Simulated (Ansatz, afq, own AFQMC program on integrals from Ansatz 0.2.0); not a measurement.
# Where AFQMC and coupled cluster stand for CH2O, triplet

```xyz
4

O     0.0000    0.0000    0.7721
C     0.0000    0.0000   -0.8069
H     0.0000   -0.9567   -1.3197
H     0.0000    0.9567   -1.3197
```

Connectivity, by distances: O–CH2.

Basis cc-pVDZ. Noble-gas cores (and the filled d shells of Ga–Kr and In–Xe) are frozen. AFQMC by an in-house program on the Cholesky factors that Ansatz 0.2.0 writes for its CCSD(T) run. The CISD trial takes its coefficients from CCSD amplitudes. Released means that phaseless walkers are propagated on without the constraint, phases kept. Uncertainties: one standard error, sampling alone.

Determinant: UHF, the one that the program's search chose, which needn't be the lowest solution. The geometry is a point of a scan.

No full CI on the walks' own integrals is used here; CCSDT(Q) serves as the reference and is uncertain by about the last step of the cluster series.

Cautions: lower spins were not checked.

```
T1 diagnostic                               : 0.0256
weight of the determinant in the CISD state : 0.888
⟨S²⟩ of the determinant                     : 2.016
size of the correlated space                : 12 electrons in 36 orbitals
```

```json
{"level": "MP2", "correlation energy (eV)": "-7.1124"}
{"level": "CCSD", "correlation energy (eV)": "-7.9922"}
{"level": "CCSD(T)", "correlation energy (eV)": "-8.1953"}
```

(1) Estimate where phaseless AFQMC with a CISD trial lies against CCSD(T) on the same integrals.

(1) 2.21 ± 0.54 mEh below CCSD(T).

Reference: CCSDT(Q), correlation energy -8.244 eV. The released energy is read at 2.40 1/Eh (meV from the phaseless value at times in 1/Eh: 5 ± 13 at 0.24, 7 ± 15 at 0.51, 8 ± 14 at 0.99, -5 ± 21 at 1.62, 18 ± 22 at 2.40).

```tsv
level	E − E(reference) (mEh)	share of correlation (%)
CCSD(T)	1.81	99.40
CCSDT	0.67	99.78
ph-AFQMC/HF	-0.40 ± 2.21	100.13
ph-AFQMC/CISD	-0.40 ± 0.54	100.13
released AFQMC	0.27 ± 0.80	99.91
```

A walk keeps the symmetry of its determinant, which the program's search chose and which needn't be the lowest solution, so a lower state of the same spin and another symmetry isn't excluded. Released energies are given only where the last usable release times agree within the noise; a slower fall can still hide under it.
